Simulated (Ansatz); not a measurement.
**Scan of [GeH3···H···BH2], doublet**

Starting geometry:

```csv
atom,x (Å),y (Å),z (Å)
Ge,-0.4462,0.0000,0.0000
H,-0.9576,1.4466,0.0000
H,-0.9576,-0.7233,1.2528
H,-0.9576,-0.7233,-1.2528
H,1.0882,0.0000,0.0000
B,2.5868,0.0000,0.0000
H,3.0959,0.0000,1.0770
H,3.0959,0.0000,-1.0770
```

From there H5 is moved from one fragment to the other while all else, the fragments' distance too, stays fixed, so the hump isn't the reaction's barrier; atoms are numbered as listed. Energies are in eV, counted from the starting geometry at the same level. Kohn–Sham curves are unrestricted where that lies lower.

Basis cc-pVDZ; Ansatz 0.2.0. Correlated methods freeze the noble-gas cores and the filled d shells of p-block atoms. R marks a restricted (for open shells ROHF) determinant, U an unrestricted one. No spin–orbit coupling is included, and no scalar relativity.

In so small a basis the reference is far from its limit while semilocal and hybrid functionals are nearer theirs (RPA and double hybrids share much of the reference's basis error), so the functionals' errors here hold much of the reference's basis and frozen-core error, which can add to them or hide them.

Full CI isn't at hand for all of this; UCCSDT(Q) serves as the reference, and is uncertain by about the last step of the cluster series.

```json
{"distance Ge1-H5 (Å)": "1.534", "UCCSDT(Q)": "0.000", "PBE": "0.000", "r2SCAN": "0.000", "PBE0": "0.000", "B3LYP": "0.000", "BHLYP": "0.000", "wB97M-V": "0.000", "B2PLYP": "0.000", "RPA-PBE": "0.000"}
{"distance Ge1-H5 (Å)": "1.581", "UCCSDT(Q)": "-0.044", "PBE": "-0.088", "r2SCAN": "-0.062", "PBE0": "-0.060", "B3LYP": "-0.078", "BHLYP": "-0.039", "wB97M-V": "-0.032", "B2PLYP": "-0.040", "RPA-PBE": "-0.068"}
{"distance Ge1-H5 (Å)": "1.675", "UCCSDT(Q)": "-0.015", "PBE": "-0.207", "r2SCAN": "-0.143", "PBE0": "-0.160", "B3LYP": "-0.205", "BHLYP": "-0.192", "wB97M-V": "-0.189", "B2PLYP": "-0.136", "RPA-PBE": "-0.174"}
{"distance Ge1-H5 (Å)": "1.769", "UCCSDT(Q)": "-0.177", "PBE": "-0.256", "r2SCAN": "-0.191", "PBE0": "-0.256", "B3LYP": "-0.310", "BHLYP": "-0.355", "wB97M-V": "-0.357", "B2PLYP": "-0.292", "RPA-PBE": "-0.239"}
{"distance Ge1-H5 (Å)": "1.863", "UCCSDT(Q)": "-0.229", "PBE": "-0.204", "r2SCAN": "-0.190", "PBE0": "-0.272", "B3LYP": "-0.340", "BHLYP": "-0.413", "wB97M-V": "-0.414", "B2PLYP": "-0.337", "RPA-PBE": "-0.225"}
```
